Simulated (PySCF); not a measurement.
## Static response to an electric field

Compound: C2H2O.
Structure used (GFN2-xTB), in Å, numbered top down from 1:
```
atom  x, y, z in Å
C1    -0.5012    0.0153    0.1502
C2     0.7305   -0.0205   -0.2268
O3     1.8412   -0.0528   -0.5664
H4    -1.1111   -0.8659    0.1355
H5    -0.9508    0.9267    0.4904
```

Level: CAM-B3LYP/def2-SVPD (PySCF), static field, nuclei fixed, core orbitals frozen in the response. The polarisability tensor in these axes (au):

```
x   39.13 -0.51 -5.69
y   -0.51 20.88  0.23
z   -5.69  0.23 22.27
```

Q: What are the eigenvalues, a third of the trace, and Δα (Δα² = ½Σ(αi − αj)² over the three pairs)?

A: Principal values 20.52, 20.88 and 40.89 au; mean 27.43 au = 4.06 Å³ = 4.52 × 10⁻⁴⁰ C²·m²/J; Δα = 20.19 au (74 % of the mean).

Q: What is the dipole moment, and where does it point?

A: (-1.63, 0.05, 0.50) D, 1.71 D in size, pointing from the negative to the positive side. Measured along this direction, the outermost atoms are O3 at the negative end and H5 and H4 at the positive end.

Q: Sum over states: ᾱ = Σ f/ω², ω in Eh. What share falls to these 8 lowest TDDFT singlets (eV, f)? 3.92, 0.0000; 6.44, 0.0292; 7.77, 0.1270; 7.85, 0.0105; 8.57, 0.0000; 9.05, 0.0592; 9.36, 0.0000; 9.41, 0.0000.

A: They add up to 2.74 au, 10.0 % of the 27.43 au; the largest single term is 1.56 au, from the state at 7.77 eV. Terms in order: 0.00, 0.52, 1.56, 0.13, 0.00, 0.54, 0.00, 0.00 au. Higher excitations give the rest. The strengths listed sum to 0.226.

Q: Orientational against electronic polarisability at 273 K (dilute gas, rigid molecules)?

A: In Gaussian units μ²/3kT = 25.82 Å³ against 4.06 Å³, a ratio of 6.35; the Debye molar polarisation (4π/3)N_A(α + μ²/3kT) is 75.4 cm³/mol, leaving out the vibrational part.

Q: What molar refraction does this α imply?

A: Lorentz–Lorenz: R = (4π/3)N_A α = 2.5225 cm³/(mol·Å³) × 4.06 Å³ = 10.3 cm³/mol, in the limit of long wavelengths.

Q: Find the Langevin capture rate constant for H3+ (3.023 u) meeting this molecule (42.011 u), k = 2.342 × 10⁻⁹ cm³/s × √(α in Å³ / reduced mass in u).

A: The reduced mass is 2.82 u, so k = 2.81 × 10⁻⁹ cm³/s. The formula leaves out the permanent dipole, which adds to the capture rate.

Q: What would n − 1 = 2πNα be for an ideal gas of these molecules at 273.15 K and 1 atm, electronic part alone?

A: N = p/kT = 2.6868 × 10¹⁹ cm⁻³, so n − 1 = 2π × N × 4.06 × 10⁻²⁴ cm³ = 686 × 10⁻⁶ at long wavelengths, for an ideal gas.

Isolated species at its GFN2-xTB geometry, gas phase.
